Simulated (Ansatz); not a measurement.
Density of states of TiSb (P6_3/mmc, a = 4.054 Å, b = 4.054 Å, c = 6.190 Å, α = 90.00°, β = 90.00°, γ = 120.00°), in states per eV and primitive cell, averaged over bins of 0.5 eV. Theory: Ansatz, DFT r2SCAN, scalar-relativistic, plane waves, PAW.

Settings: cutoff 500 eV, Γ-centred mesh 12×12×8 on the computed 4-atom cell, Gaussian smearing of 0.10 eV; no spin polarisation.

The cell is relaxed at this level. The states (both spins) are summed by tetrahedra on a 18×18×12 mesh at the self-consistent density. Energies are bin centres; the table starts no lower than −8 eV and ends at 6 eV, or lower where the solved bands end.

It is a metal at this level.

```
E − E_F (eV) total Ti 3d Sb 5p Ti 4s Sb 5s
       -5.50   0.56   0.07   0.35   0.09   0.01
       -5.00   2.32   0.30   1.53   0.33   0.07
       -4.50   2.33   0.39   1.56   0.21   0.10
       -4.00   1.81   0.39   1.17   0.13   0.09
       -3.50   1.71   0.37   1.15   0.08   0.05
       -3.00   3.55   1.05   2.25   0.11   0.05
       -2.50   5.31   1.99   3.09   0.07   0.03
       -2.00   4.71   2.09   2.45   0.03   0.02
       -1.50   1.32   0.79   0.48   0.01   0.01
       -1.00   1.12   0.87   0.20   0.01   0.00
       -0.50   1.90   1.63   0.18   0.01   0.00
        0.00   3.08   2.85   0.07   0.03   0.00
        0.50   5.81   5.45   0.12   0.08   0.02
        1.00   7.99   7.05   0.54   0.14   0.09
        1.50   5.17   4.20   0.66   0.12   0.09
        2.00   2.89   2.09   0.54   0.04   0.13
        2.50   3.48   2.21   0.81   0.05   0.28
        3.00   2.66   1.44   0.79   0.08   0.23
        3.50   3.53   1.63   1.29   0.19   0.14
```

The columns after the total are the main Löwdin projections on the occupied valence shells of the potentials; 2 others are left out. The rest of the total lies in those, in shells that are empty in the free atom, which aren't projected, and between the atoms.

Spin-orbit coupling is left out, which matters for the bands of heavy elements.

Cost: 1 run of about 2 core-minutes, on Arm Neoverse V2 (shared hosts).